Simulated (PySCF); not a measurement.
# UM06-2X/STO-6G run of AlF2 (SMILES [F][Al][F])

Aim: the vertical doublet–quartet gap of AlF2 at UM06-2X/STO-6G, from 2 runs. The job is set up through a Python script.

Program for the calculation: PySCF 2.14.0.

16 further runs of the same task are left out: 2 that didn't finish, 14 set aside as unsound or not needed.

## 1. The molecule

The species is AlF2 (3 atoms), meant as a doublet with charge 0. As SMILES, `[F][Al][F]`. The coordinates come from a PBE0-D4/def2-TZVP relaxation.

Bond lengths: F1–Al2 1.647 Å, Al2–F3 1.647 Å. Angles: F1–Al2–F3 119.7°.

## 2. The energy at UM06-2X/STO-6G

input.py

```python
# [F][Al][F]
from pyscf import gto, dft

mol = gto.M(
    atom='F 0.533000 -1.361200 0.136400; Al 0.388700 0.275400 0.245200; F -0.932500 1.021000 -0.394800',
    verbose=3,
    charge=0,
    max_memory=1860,
    spin=1,
    basis='sto-6g',
)

mf = dft.UKS(mol)
mf.xc = 'm06-2x'
mf.conv_tol = 1e-10
mf.grids.level = 5
mf.kernel()
if not mf.converged:
    mf = mf.newton().run(mf.mo_coeff, mf.mo_occ)

etot = mf.e_tot
print('E = %.10f Eh' % etot)
```

The run is started by

```console
$ OMP_NUM_THREADS=1 python input.py
```

What it wrote:

```text
WARN: HOMO -0.169292620411173 >= LUMO -0.169292620411174

converged SCF energy = -440.046942156097  <S^2> = 0.75400487  2S+1 = 2.0040009
E = -440.0469421561 Eh
```

Run time: 6.6 s. Hardware: 1 thread of Arm Neoverse V1, shared host; peak memory 0.21 GiB.

## 3. The quartet

run.py

```python
from pyscf import gto, dft

mol = gto.Mole()
mol.atom = '''
F        0.533000      -1.361200       0.136400
Al       0.388700       0.275400       0.245200
F       -0.932500       1.021000      -0.394800
'''
mol.max_memory = 1860
mol.verbose = 3
mol.spin = 3
mol.basis = 'sto-6g'
mol.build()

mf = dft.UKS(mol)
mf.xc = 'm06-2x'
mf.conv_tol = 1e-10
mf.grids.level = 5
mf.kernel()
if not mf.converged:
    mf = mf.newton().run(mf.mo_coeff, mf.mo_occ)

etot = mf.e_tot
print('E(%s) = %.9f' % ('M06-2X', etot))
```

The run is started by

```console
$ OMP_NUM_THREADS=1 python run.py
```

What it wrote:

```text
WARN: HOMO 0.103282312434472 >= LUMO -0.581261585947172

WARN: HOMO 0.0798626436251724 >= LUMO -0.0521141514750594

WARN: HOMO 0.0936634925633797 >= LUMO -0.0847012645271693

WARN: HOMO 0.0920237353010172 >= LUMO -0.0814236643871821

WARN: HOMO 0.0920816067608769 >= LUMO -0.0813139548217761

WARN: HOMO 0.0921109033568074 >= LUMO -0.0813208589958104

WARN: HOMO 0.0921083836928792 >= LUMO -0.0814071411150904

WARN: HOMO 0.0921427662203492 >= LUMO -0.0812822269460572

WARN: HOMO 0.0921532102665605 >= LUMO -0.0813940455560793

WARN: HOMO 0.0921555332810418 >= LUMO -0.0813865949247892

WARN: HOMO 0.0921561896703847 >= LUMO -0.0813863349818243

WARN: HOMO 0.0921563257175018 >= LUMO -0.0813859328280395

WARN: HOMO 0.0921553348893782 >= LUMO -0.0813841605288672

WARN: HOMO 0.0921568081203005 >= LUMO -0.0813867102794437

WARN: HOMO 0.0921563136338316 >= LUMO -0.0813859665860944

WARN: HOMO 0.0921561879629925 >= LUMO -0.0813866020821935

WARN: HOMO 0.0921563173413655 >= LUMO -0.0813864141715916

converged SCF energy = -439.735586923143  <S^2> = 3.7561253  2S+1 = 4.0030615
E(M06-2X) = -439.735586923
```

Wall time 9 s (1 thread of Arm Neoverse V1, shared host); peak memory 0.21 GiB.

## 4. Results

At UM06-2X/STO-6G:

```
                                        quantity          value
                           doublet: total energy  -440.04694 Eh
                          doublet: dipole moment         1.65 D
     doublet: HOMO energy (highest over α and β)       -2.55 eV
      doublet: LUMO energy (lowest over α and β)        4.18 eV
                                   doublet: ⟨S²⟩          0.754
                           quartet: total energy  -439.73559 Eh
                          quartet: dipole moment         0.02 D
                                   quartet: ⟨S²⟩          3.756
vertical energy of the quartet above the doublet       8.472 eV
```

In words: At this shape the quartet lies 8.47 eV (817 kJ/mol) above the doublet. In a minimal basis such a difference can be off by several eV, whatever the method. Mulliken charges (doublet) run from -0.32 on F1 to +0.64 on Al2; they depend strongly on the basis. Mulliken charges (quartet) run from -0.12 on F1 to +0.25 on Al2.
